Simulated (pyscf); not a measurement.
Thermochemistry of product channels of `[CH][F]` [singlet] + `[SiH4]` on the singlet surface, in kcal/mol, from ωB97M-D3(BJ)/def2-TZVP energies (ideal gas, 1 atm, RRHO with modes under 100 cm⁻¹ raised to 100, one conformer, R ln 2 for rigid chiral ones). Optimised with ωB97X-D3(BJ)/def2-SVP in PySCF.

```csv
products,ΔE,ΔH(298 K),ΔG(600 K),ΔG(1200 K)
`[F][C][SiH3]` [singlet] + `[H][H]`,+12.9,+10.7,+11.5,+10.1
`[F][CH2][SiH3]`,-88.3,-82.9,-62.6,-42.9
`[CH3][F]` + `[SiH2]` [singlet],-38.3,-33.9,-34.1,-33.3
```

These are energies of the channels, which say nothing of barriers. F–C:–SiH₃ [singlet] lies 41.7 kcal/mol over its isomer F–CH=SiH₂, and others may lie lower still (electronic energy, ωB97M-D3(BJ)). F–C:–SiH₃ [singlet] is an excited spin state, 4.3 kcal/mol over the triplet at ωB97X-D3(BJ). 2 of the closed-shell references are unstable towards spin polarisation; treat their single-reference values with care.
